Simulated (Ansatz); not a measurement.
Mulliken charges of `B1CN1` from PBE/def2-TZVPP in Ansatz (PBE0-D4/def2-TZVP geometry).

```json
{"atom": "B1", "x (Å)": "-0.780", "y (Å)": "-0.404", "z (Å)": "-0.373", "charge (e)": "-0.048"}
{"atom": "C2", "x (Å)": "0.164", "y (Å)": "0.712", "z (Å)": "0.176", "charge (e)": "-0.183"}
{"atom": "N3", "x (Å)": "0.456", "y (Å)": "-0.719", "z (Å)": "0.042", "charge (e)": "-0.138"}
{"atom": "H4", "x (Å)": "-1.785", "y (Å)": "-0.832", "z (Å)": "-0.828", "charge (e)": "0.018"}
{"atom": "H5", "x (Å)": "0.701", "y (Å)": "1.384", "z (Å)": "-0.493", "charge (e)": "0.084"}
{"atom": "H6", "x (Å)": "0.062", "y (Å)": "1.097", "z (Å)": "1.190", "charge (e)": "0.084"}
{"atom": "H7", "x (Å)": "1.244", "y (Å)": "-1.306", "z (Å)": "0.241", "charge (e)": "0.182"}
```

Problem. By hand: the dipole of these point charges (1 e Å = 4.8032 D).

Solution. Σ q r = (0.203, -0.056, 0.067) e Å, of length 0.221 e Å = 1.06 D.

Problem. How does the dipole of the full density compare? (Estimate.)

Solution. Ansatz gave: (0.221, -0.123, 0.063) e Å, 1.25 D; the point charges give 0.85 times that, at 14° from its direction.

Point charges leave out the atoms' own dipoles, such as those of lone pairs, and Mulliken's split depends on the basis, so the two needn't agree.
